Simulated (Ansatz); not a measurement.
Here is an Ansatz input file for P4, SMILES p12p3p1p23. Write the same calculation for the Python package.

```yaml
crystal:
  periodic: [false, false, false]
  atoms:
    - { symbol: P, position_ang: [-0.7252, -0.1, 1.12] }
    - { symbol: P, position_ang: [1.2955, 0.1098, 0.3158] }
    - { symbol: P, position_ang: [-0.185, -1.0922, -0.7502] }
    - { symbol: P, position_ang: [-0.3853, 1.0825, -0.6856] }
accuracy: medium
basis:
  gaussian:
    orbitals: "6-31G*"
hamiltonian:
  xc: b3lyp
  dispersion: d3bj
relax:
  f_tol: 0.02
```

The script, `opt.py`:
```python
"""Geometry optimisation of P4."""

import itertools
import warnings

import ansatz as az
from ase import Atoms
from ase.data import atomic_numbers, covalent_radii
import numpy as np

warnings.simplefilter("ignore", az.DeckWarning)

atoms = Atoms(["P", "P", "P", "P"], positions=[
    (-0.7252, -0.1, 1.12),
    (1.2955, 0.1098, 0.3158),
    (-0.185, -1.0922, -0.7502),
    (-0.3853, 1.0825, -0.6856),
])
molecule = az.Crystal.molecule_from_ase(atoms)

setup = (
    molecule.calculation()
    .basis(gaussian="6-31G*")
    .functional("b3lyp", dispersion="d3bj")
    .accuracy("medium")
)
symbols = [site.symbol for site in molecule.cartesian_sites]
start = np.array([site.position_ang for site in molecule.cartesian_sites], dtype=float)
def progress(event):
    if event["event"] == "relax_step":
        row = event["data"]
        print(f"step {row['step']:3d}  E = {row['lagrangian_ev']:.6f} eV  largest force component {row['allowed_force_max_ev_ang']:.4f} eV/A")


rep = setup.relax(force_tolerance=0.02).session().plan().execute(on_event=progress).report
end = np.array(rep["positions_ang"])

for key in ("converged", "free_energy_ev", "reference_energy_ev", "n_frozen", "n_occupied", "n_virtual"):
    print(f"{key:22s} {rep[key]}")

# pairs closer than 1.2 times the sum of covalent radii, before or after
radius = [covalent_radii[atomic_numbers[s]] for s in symbols]
span = lambda where, i, j: np.linalg.norm(where[i] - where[j])
bonded = [(i, j) for i, j in itertools.combinations(range(len(symbols)), 2) if min(span(start, i, j), span(end, i, j)) < 1.2 * (radius[i] + radius[j])]
print("pair        before    after (A)")
for i, j in bonded:
    print(f"{symbols[i]}{i}-{symbols[j]}{j}".ljust(10), f"{span(start, i, j):8.4f} {span(end, i, j):8.4f}")
for first, second in list(itertools.combinations(bonded, 2)):
    shared = set(first) & set(second)
    if shared and symbols[(j := shared.pop())] != "H":
        i, k = sorted((set(first) | set(second)) - {j})
        u, v = end[i] - end[j], end[k] - end[j]
        angle = np.degrees(np.arccos(np.clip(u @ v / np.linalg.norm(u) / np.linalg.norm(v), -1, 1)))
        print(f"final angle {symbols[i]}{i}-{symbols[j]}{j}-{symbols[k]}{k}: {angle:.2f} deg")
with open("p4_opt.xyz", "w") as handle:
    handle.write(f"{len(symbols)}\nrelaxed P4\n")
    handle.writelines(f"{s:2s} {x:11.6f} {y:11.6f} {z:11.6f}\n" for s, (x, y, z) in zip(symbols, end))
```

```console
$ python opt.py
step   1  E = -37155.984990 eV  largest force component 0.8644 eV/A
step   2  E = -37156.014728 eV  largest force component 0.3131 eV/A
step   3  E = -37156.019529 eV  largest force component 0.0047 eV/A
converged              True
free_energy_ev         -37156.019720986726
reference_energy_ev    -37155.564952053304
n_frozen               0
n_occupied             [30, 30]
n_virtual              [46, 46]
pair        before    after (A)
P0-P1        2.1849   2.2174
P0-P2        2.1849   2.2174
P0-P3        2.1850   2.2174
P1-P2        2.1847   2.2174
P1-P3        2.1850   2.2174
P2-P3        2.1849   2.2174
final angle P1-P0-P2: 60.00 deg
final angle P1-P0-P3: 60.00 deg
final angle P0-P1-P2: 60.00 deg
final angle P0-P1-P3: 60.00 deg
final angle P2-P0-P3: 60.00 deg
final angle P0-P2-P1: 60.00 deg
final angle P0-P2-P3: 60.00 deg
final angle P0-P3-P1: 60.00 deg
final angle P0-P3-P2: 60.00 deg
final angle P2-P1-P3: 60.00 deg
final angle P1-P2-P3: 60.00 deg
final angle P1-P3-P2: 60.00 deg
```

What to keep in mind:
- The settings weren't tested for convergence.
- The end point is the stationary point reached from this start; no frequency run checks that it is a minimum, and the basis set is modest.
- Total less reference energy is the dispersion correction.
- b3lyp holds the VWN-RPA fit, as in Gaussian; the form of ORCA and Turbomole is b3lyp5.
- It ran for 11 s on 1 thread of Arm Neoverse V2, with other jobs on the host, peak memory 0.22 GiB.

(Lines on the test bed's own set-up are left out of the output.)
